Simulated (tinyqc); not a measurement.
RHF in the sto-6g basis, for H2F+, spin multiplicity 1, step by step. One step of it, computed by the program tinyqc.

Problem. Iteration 2: building the Fock matrix. J_ij = sum D_kl (ij|kl), K_ij = sum D_kl (ik|jl); F = H + J - 0.5 K; E = tr D H + tr D J / 2 - 0.25 tr D K + E_nn.

D after iteration 1:
```
            1F 1s      1F 2s    1F 2px     1F 2py     1F 2pz      2H 1s      3H 1s
1F 1s    2.120823  -0.531238  0.000000   0.001298  -0.020304   0.037761   0.040048
1F 2s   -0.531238   2.327683  0.000000  -0.008108   0.113355  -0.154153  -0.163744
1F 2px   0.000000   0.000000  2.000000   0.000000   0.000000   0.000000   0.000000
1F 2py   0.001298  -0.008108  0.000000   2.129983  -0.003529  -0.153448   0.159155
1F 2pz  -0.020304   0.113355  0.000000  -0.003529   2.059463  -0.091530  -0.095021
2H 1s    0.037761  -0.154153  0.000000  -0.153448  -0.091530   0.024801   0.002944
3H 1s    0.040048  -0.163744  0.000000   0.159155  -0.095021   0.002944   0.027000
```

core Hamiltonian H = T + V (hartree):
```
             1F 1s       1F 2s     1F 2px     1F 2py     1F 2pz      2H 1s      3H 1s
1F 1s   -41.430545   -9.242892   0.000000   0.000597  -0.014760  -1.427008  -1.539615
1F 2s    -9.242892  -11.395858   0.000000   0.006480  -0.171343  -3.262095  -3.461620
1F 2px    0.000000    0.000000  -9.170906   0.000000   0.000000   0.000000   0.000000
1F 2py    0.000597    0.006480   0.000000  -9.275291   0.003320  -1.744377   1.831746
1F 2pz   -0.014760   -0.171343   0.000000   0.003320  -9.232761  -1.390600  -1.458597
2H 1s    -1.427008   -3.262095   0.000000  -1.744377  -1.390600  -5.139095  -1.337097
3H 1s    -1.539615   -3.461620   0.000000   1.831746  -1.458597  -1.337097  -5.261750
```

Two-electron integrals (ij|kl) in chemists' order, unique and non-zero (hartree):
```
(11|11) 5.406240    (21|11) 0.768129    (21|21) 0.138909    (22|11) 1.266271
(22|21) 0.283987    (22|22) 0.926367    (31|31) 0.029452    (32|31) 0.044681
(32|32) 0.204753    (33|11) 1.266273    (33|21) 0.283987    (33|22) 0.926366
(33|33) 0.998085    (41|41) 0.029452    (42|41) 0.044681    (42|42) 0.204753
(43|43) 0.053789    (44|11) 1.266273    (44|21) 0.283987    (44|22) 0.926366
(44|33) 0.890506    (44|44) 0.998085    (51|51) 0.029452    (52|51) 0.044681
(52|52) 0.204753    (53|53) 0.053789    (54|54) 0.053789    (55|11) 1.266273
(55|21) 0.283987    (55|22) 0.926366    (55|33) 0.890506    (55|44) 0.890506
(55|55) 0.998085    (61|11) 0.125567    (61|21) 0.021771    (61|22) 0.043551
(61|33) 0.043478    (61|41) 0.000750    (61|42) 0.001468    (61|44) 0.043617
(61|51) 0.000578    (61|52) 0.001130    (61|54) 0.000107    (61|55) 0.043560
(61|61) 0.003469    (62|11) 0.320219    (62|21) 0.072906    (62|22) 0.265619
(62|33) 0.261846    (62|41) 0.004192    (62|42) 0.031715    (62|44) 0.268952
(62|51) 0.003227    (62|52) 0.024413    (62|54) 0.005470    (62|55) 0.266057
(62|61) 0.011432    (62|62) 0.094603    (63|31) 0.008064    (63|32) 0.046290
(63|43) 0.006610    (63|53) 0.005088    (63|63) 0.013814    (64|11) 0.173585
(64|21) 0.040076    (64|22) 0.156086    (64|33) 0.149501    (64|41) 0.010066
(64|42) 0.063834    (64|44) 0.166825    (64|51) 0.001542    (64|52) 0.013505
(64|54) 0.008248    (64|55) 0.151933    (64|61) 0.006554    (64|62) 0.068236
(64|64) 0.062647    (65|11) 0.133622    (65|21) 0.030850    (65|22) 0.120152
(65|33) 0.115082    (65|41) 0.001542    (65|42) 0.013505    (65|44) 0.118242
(65|51) 0.009250    (65|52) 0.056686    (65|54) 0.009042    (65|55) 0.127131
(65|61) 0.005045    (65|62) 0.052526    (65|64) 0.037591    (65|65) 0.042750
(66|11) 0.483148    (66|21) 0.112071    (66|22) 0.469734    (66|33) 0.454131
(66|41) 0.008020    (66|42) 0.084849    (66|44) 0.483523    (66|51) 0.006174
(66|52) 0.065315    (66|54) 0.022625    (66|55) 0.471548    (66|61) 0.017699
(66|62) 0.217447    (66|64) 0.181847    (66|65) 0.139982    (66|66) 0.774999
(71|11) 0.135535    (71|21) 0.023496    (71|22) 0.046990    (71|33) 0.046910
(71|41) -0.000809   (71|42) -0.001581   (71|44) 0.047061    (71|51) 0.000623
(71|52) 0.001217    (71|54) -0.000116   (71|55) 0.047000    (71|61) 0.003699
(71|62) 0.011997    (71|64) 0.006301    (71|65) 0.005296    (71|66) 0.018410
(71|71) 0.004040    (72|11) 0.340629    (72|21) 0.077529    (72|22) 0.281851
(72|33) 0.277869    (72|41) -0.004452   (72|42) -0.033469   (72|44) 0.285370
(72|51) 0.003427    (72|52) 0.025764    (72|54) -0.005774   (72|55) 0.282314
(72|61) 0.011825    (72|62) 0.082596    (72|64) 0.040969    (72|65) 0.044492
(72|66) 0.155048    (72|71) 0.013116    (72|72) 0.105806    (73|31) 0.008640
(73|32) 0.049374    (73|43) -0.006997   (73|53) 0.005386    (73|63) 0.011766
(73|73) 0.015576    (74|11) -0.182760   (74|21) -0.042187   (74|22) -0.163968
(74|33) -0.157001   (74|41) 0.010759    (74|42) 0.067807    (74|44) -0.175332
(74|51) -0.001631   (74|52) -0.014190   (74|54) 0.008725    (74|55) -0.159571
(74|61) -0.006142   (74|62) -0.040379   (74|64) -0.008636   (74|65) -0.021320
(74|66) -0.068208   (74|71) -0.007449   (74|72) -0.075554   (74|74) 0.069142
(75|11) 0.140687    (75|21) 0.032475    (75|22) 0.126222    (75|33) 0.120858
(75|41) -0.001631   (75|42) -0.014190   (75|44) 0.124197    (75|51) 0.009895
(75|52) 0.060297    (75|54) -0.009567   (75|55) 0.133610    (75|61) 0.005172
(75|62) 0.044183    (75|64) 0.021440    (75|65) 0.035243    (75|66) 0.091615
(75|71) 0.005735    (75|72) 0.058161    (75|74) -0.041235   (75|75) 0.047318
(76|11) 0.120745    (76|21) 0.027821    (76|22) 0.111162    (76|33) 0.108966
(76|41) 0.000016    (76|42) 0.000186    (76|44) 0.110820    (76|51) 0.001919
(76|52) 0.017745    (76|54) 0.000042    (76|55) 0.113699    (76|61) 0.004324
(76|62) 0.040538    (76|64) 0.025561    (76|65) 0.025679    (76|66) 0.102352
(76|71) 0.004664    (76|72) 0.042618    (76|74) -0.026412   (76|75) 0.026766
(76|76) 0.021977    (77|11) 0.496719    (77|21) 0.115185    (77|22) 0.481317
(77|33) 0.465096    (77|41) -0.008391   (77|42) -0.087814   (77|44) 0.495652
(77|51) 0.006459    (77|52) 0.067599    (77|54) -0.023522   (77|55) 0.483203
(77|61) 0.017535    (77|62) 0.149635    (77|64) 0.066652    (77|65) 0.089162
(77|66) 0.313681    (77|71) 0.019635    (77|72) 0.232767    (77|74) -0.192790
(77|75) 0.148408    (77|76) 0.102352    (77|77) 0.774999
```

nuclear repulsion = 9.36963766 hartree

Give: Coulomb J; exchange K; Fock matrix F; total energy of this density.

Solution.

Coulomb J (hartree):
```
          1F 1s    1F 2s  1F 2px   1F 2py  1F 2pz   2H 1s    3H 1s
1F 1s   21.1081   3.8244  0.0000  -0.0002  0.0027  0.6026   0.6502
1F 2s    3.8244   9.9859  0.0000  -0.0001  0.0019  2.7728   2.9437
1F 2px   0.0000   0.0000  9.9869   0.0000  0.0000  0.0000   0.0000
1F 2py  -0.0002  -0.0001  0.0000   9.9854  0.0002  1.5981  -1.6793
1F 2pz   0.0027   0.0019  0.0000   0.0002  9.9853  1.2295   1.2921
2H 1s    0.6026   2.7728  0.0000   1.5981  1.2295  4.7141   1.1310
3H 1s    0.6502   2.9437  0.0000  -1.6793  1.2921  1.1310   4.8326
```

exchange K (hartree):
```
          1F 1s    1F 2s  1F 2px   1F 2py  1F 2pz   2H 1s    3H 1s
1F 1s   11.1606   1.8074  0.0000   0.0000  0.0008  0.3074   0.3313
1F 2s    1.8074   3.2299  0.0000  -0.0006  0.0120  0.8231   0.8763
1F 2px   0.0000   0.0000  2.6786   0.0000  0.0000  0.0000   0.0000
1F 2py   0.0000  -0.0006  0.0000   2.6888  0.0000  0.3745  -0.3951
1F 2pz   0.0008   0.0120  0.0000   0.0000  2.6816  0.2900   0.3063
2H 1s    0.3074   0.8231  0.0000   0.3745  0.2900  0.3385   0.2126
3H 1s    0.3313   0.8763  0.0000  -0.3951  0.3063  0.2126   0.3795
```

Fock matrix F (hartree):
```
           1F 1s    1F 2s   1F 2px   1F 2py   1F 2pz    2H 1s    3H 1s
1F 1s   -25.9028  -6.3222   0.0000   0.0005  -0.0125  -0.9782  -1.0550
1F 2s    -6.3222  -3.0250   0.0000   0.0067  -0.1755  -0.9009  -0.9560
1F 2px    0.0000   0.0000  -0.5233   0.0000   0.0000   0.0000   0.0000
1F 2py    0.0005   0.0067   0.0000  -0.6342   0.0035  -0.3335   0.3500
1F 2pz   -0.0125  -0.1755   0.0000   0.0035  -0.5883  -0.3060  -0.3196
2H 1s    -0.9782  -0.9009   0.0000  -0.3335  -0.3060  -0.5943  -0.3124
3H 1s    -1.0550  -0.9560   0.0000   0.3500  -0.3196  -0.3124  -0.6189
```

total energy of this density = -98.940517 hartree
